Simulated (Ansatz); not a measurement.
**AlHO (triplet): wave-function methods side by side, cc-pVDZ**

An exercise on one series of results from a longer session: the logs are not shown, and one member is left open.

Computed with Ansatz 0.2.0, Gaussian basis. Level: cc-pVDZ, core rule «outside noble gas», up to 6 orbitals frozen.

The runs, in order: UHF; CCSD(T) on ROHF; CCSD(T) on UHF; BCCD(T) on ROHF; CISD; CCSDT(Q) on ROHF; CCSDT(Q) on UHF; CCSDTQ on ROHF; CCSDTQ on UHF.

10 further runs of the same task are left out: 7 for a known fault of the program, 3 set aside as unsound or not needed.

## The geometry

The geometry is a PBE0/def2-TZVP stationary point (not a proven minimum) of the parent state, kept for this charge and spin.

3 atoms, charge 0, spin multiplicity 3.

Atoms are counted from 1 here; the program's logs count them from 0.

Bond lengths: Al1–O2 1.674 Å, O2–H3 0.950 Å. Angles: Al1–O2–H3 180.0°.

As a file:

```xyz
3
AlHO
Al    0.00000    0.00000    1.43299
O     0.00000    0.00000   -0.24148
H     0.00000    0.00000   -1.19151
```

Set-up of the first run:

in.yaml

```yaml
crystal:
  periodic: [false, false, false]
  atoms:
    - {symbol: Al, position_ang: [0.000000, 0.000000, 1.432992]}
    - {symbol: O, position_ang: [0.000000, 0.000000, -0.241478]}
    - {symbol: H, position_ang: [0.000000, 0.000000, -1.191514]}
basis:
  gaussian: {orbitals: cc-pVDZ}
magnetization: {spin_polarized: true, initial_magnetization: 2}
hamiltonian: {xc: hf}
output: {orbitals: {seedname: orbitals}}
```

On the command line:

```console
$ ansatz run in.yaml --threads 1 --pin off --events-out ev --progress --plain --max-ram 2560MiB --backend cpu
```

Steps of the session up to this table: UHF; CCSD(T) on ROHF; CCSD(T) on UHF; BCCD(T) on ROHF; CISD; CCSDT(Q) on ROHF; CCSDT(Q) on UHF; CCSDTQ on ROHF; CCSDTQ on UHF.

One of the session's tables, all rows but one given; the rest of the session is left out.

It belongs to the step «Misses and costs». 

| method | from UCCSDTQ (meV) |
| --- | --- |
| ROHF | +6183.9 |
| UHF | +6168.9 |
| RMP2 | +377.2 |
| UMP2 | ? |
| CISD | +444.9 |
| RCCSD | +152.2 |
| UCCSD | +151.7 |
| RCCSD(T) | +27.6 |
| UCCSD(T) | +26.9 |
| BCCD(T) | +26.6 |
| RCCSDT | +16.3 |
| UCCSDT | +15.8 |
| RCCSDT(Q) | +0.5 |
| UCCSDT(Q) | -2.1 |
| RCCSDTQ | +0.6 |
| UCCSDTQ | 0 |

**Question.** Estimate the row for UMP2.

**Answer.** from UCCSDTQ (meV): +369.9. In the column «from UCCSDTQ (meV)» it lies between RCCSD (+152.2) and RMP2 (+377.2).

Caveats from the session: Restricted and unrestricted rows rest on different reference determinants; where their highest levels disagree by more than a few hundredths of an eV, they describe different states and don't form one ladder.
